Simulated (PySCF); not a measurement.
Compound: 2-methoxypropene, C₄H₈O.
SMILES with atom numbers: `[CH2:1]=[C:2]([CH3:3])[O:4][CH3:5]` (hydrogens: H6, H7 on C1; H8, H9, H10 on C3; H11, H12, H13 on C5)

Structure used (PBE0-D3(BJ)/def2-SVP), in Å, numbered top down from 1:
```xyz
13
C4H8O angstrom
C     -0.1561    1.2414   -0.9678
C     -0.3365   -0.0406   -0.6121
C     -1.3943   -0.9324   -1.1736
O      0.4047   -0.7095    0.2979
C      1.4501   -0.0276    0.9287
H     -0.8132    1.6869   -1.7144
H      0.6244    1.8733   -0.5442
H     -2.0087   -0.4061   -1.9140
H     -2.0439   -1.3038   -0.3655
H     -0.9342   -1.8136   -1.6477
H      1.9232   -0.7362    1.6206
H      1.0814    0.8442    1.4983
H      2.2032    0.3240    0.2008
```

Computed, not measured: core-valence-separated Tamm–Dancoff BHandHLYP/aug-pcX-1 (pcseg-1 on H) in PySCF, non-relativistic, gas phase, PBE0-D3(BJ)/def2-SVP geometry.

Computed carbon K-edge spectrum, Gaussian lines of 0.3 eV full width, highest printed point 100; it ends one width below the last computed root. No empirical shift is added; at this level the pattern usually sits a few eV under experiment.

(photon energy (eV), absorption): (282.9, 2), (283.0, 11), (283.1, 36), (283.2, 67), (283.3, 67), (283.4, 36), (283.5, 11), (283.6, 2), (283.7, 0), (283.8, 0), (283.9, 0), (284.0, 0), (284.1, 0), (284.2, 3), (284.3, 17), (284.4, 55), (284.5, 100), (284.6, 98), (284.7, 51), (284.8, 15), (284.9, 2), (285.0, 1), (285.1, 2), (285.2, 6), (285.3, 11), (285.4, 15), (285.5, 22), (285.6, 38), (285.7, 49), (285.8, 44), (285.9, 27), (286.0, 12), (286.1, 14), (286.2, 31), (286.3, 47), (286.4, 43), (286.5, 31), (286.6, 24), (286.7, 28), (286.8, 46), (286.9, 63), (287.0, 61), (287.1, 48), (287.2, 35), (287.3, 23), (287.4, 17)

Problem. Assign the maxima to core holes.

Solution. 5 maxima:
- 283.2 eV: C1 (terminal =CH2 carbon), 283.25 eV, f = 0.051, 1s→π*, 100 % of the height at the exact maximum
- 284.5 eV: C2 (vinylic carbon bearing oxygen), 284.55 eV, f = 0.075, 1s→π*, 100 % of the height at the exact maximum
- 285.7 eV: C1 (terminal =CH2 carbon), 285.71 eV, f = 0.022, 62 % of the height at the exact maximum; C3 (allylic carbon), 285.84 eV, f = 0.013, 24 % of the height at the exact maximum; C3 (allylic carbon), 285.59 eV, f = 0.008, 14 % of the height at the exact maximum
- 286.3 eV: C3 (allylic carbon), 286.31 eV, f = 0.031, 92 % of the height at the exact maximum
- 286.9 eV: C5 (methoxy carbon), 286.88 eV, f = 0.025, 49 % of the height at the exact maximum; C3 (allylic carbon), 286.99 eV, f = 0.020, 40 % of the height at the exact maximum

Further lines of some strength in the range: C1, 285.34 eV, f = 0.007; C1, 286.56 eV, f = 0.012, sum of 2; C5, 287.19 eV, f = 0.015.

Roots within 0.03 eV on the same or equivalent atoms count as one line; shares under 12 % aren't listed.

Vibrational structure and lifetime widths aren't in the curve. The ionisation threshold wasn't computed; near and above it a finite basis only mimics Rydberg series and continuum.

One conformer stands for the species.
